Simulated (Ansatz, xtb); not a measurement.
Ranking isomers of BH5OSi+

5 gas-phase structures of BH5OSi+, found in a search over its isomers (lower ones may exist). Each was relaxed with GFN2-xTB:

A. the doublet with the links of `[BH][OH+][SiH3]`
B. the doublet with the links of `B[OH+][SiH2]`
C. a doublet given by its coordinates
D. the doublet with the links of `[OH2+]B[SiH2]`
E. the doublet with the links of `B[SiH][OH2+]`

C (Å):

```xyz
8

B    -0.8310    1.1187    0.8116
O    -0.0160    1.4242   -0.4091
Si   -1.2013    0.4350   -1.1647
H    -0.3681    0.3873    1.5908
H    -1.6578    1.9031    1.0655
H     0.9509    1.4019   -0.3852
H    -0.6227   -0.8518   -1.5110
H    -1.9575    1.3649   -1.9826
```

Close contacts (Å): B1–O2 1.50, B1–Si3 2.12, O2–Si3 1.72, B1–H4 1.16, B1–H5 1.17, O2–H6 0.97, Si3–H7 1.45, Si3–H8 1.45.

Question: Estimate their order in r2SCAN-D4/def2-SVP//GFN2-xTB energy at these geometries, lowest first.

Answer: Calculated order at r2SCAN-D4/def2-SVP//GFN2-xTB: B (0.0), D (9.1), A (15.2), C (15.4), E (22.2) kcal/mol. Less than 1 kcal/mol parts A and C, so the order within that pair means little.

Energies above the lowest of each column, in kcal/mol; the last columns are at r2SCAN-D4/def2-SVP geometries and were run for some of them only (a dash: not run or not comparable):

```json
{"structure": "B", "GFN2-xTB": "0.0", "HF/STO-3G": "0.0", "r2SCAN-D4/def2-SVP//GFN2-xTB": "0.0", "r2SCAN-D4/def2-SVP": "0.0", "CCSD(T)/def2-SVP + ΔMP2/def2-TZVPP": "0.0"}
{"structure": "D", "GFN2-xTB": "23.0", "HF/STO-3G": "36.8", "r2SCAN-D4/def2-SVP//GFN2-xTB": "9.1", "r2SCAN-D4/def2-SVP": "10.5", "CCSD(T)/def2-SVP + ΔMP2/def2-TZVPP": "16.1"}
{"structure": "A", "GFN2-xTB": "22.0", "HF/STO-3G": "19.9", "r2SCAN-D4/def2-SVP//GFN2-xTB": "15.2", "r2SCAN-D4/def2-SVP": "16.2", "CCSD(T)/def2-SVP + ΔMP2/def2-TZVPP": "17.3"}
{"structure": "C", "GFN2-xTB": "4.8", "HF/STO-3G": "35.0", "r2SCAN-D4/def2-SVP//GFN2-xTB": "15.4", "r2SCAN-D4/def2-SVP": "relaxes to B", "CCSD(T)/def2-SVP + ΔMP2/def2-TZVPP": "–"}
{"structure": "E", "GFN2-xTB": "17.2", "HF/STO-3G": "52.9", "r2SCAN-D4/def2-SVP//GFN2-xTB": "22.2", "r2SCAN-D4/def2-SVP": "–", "CCSD(T)/def2-SVP + ΔMP2/def2-TZVPP": "–"}
```

Every level run on B puts it lowest or level with the lowest. Some further structures that were screened fall inside this span and aren't listed. Flexible structures stand in one conformer each, not always the lowest. Frequencies (r2SCAN-D4/def2-SVP) were run for A, B, D alone. Open shells are spin-unrestricted. ΔMP2 is the change of the MP2 energy from the smaller to the larger basis.

Over these structures GFN2-xTB departs from r2SCAN-D4/def2-SVP//GFN2-xTB by 7.5 kcal/mol on average once a common shift is removed. A GFN2-xTB relaxation took about 0.082 s and the r2SCAN-D4/def2-SVP//GFN2-xTB energy about 1.4 s on a shared host (Ansatz 0.2.0, xtb 6.7.1).
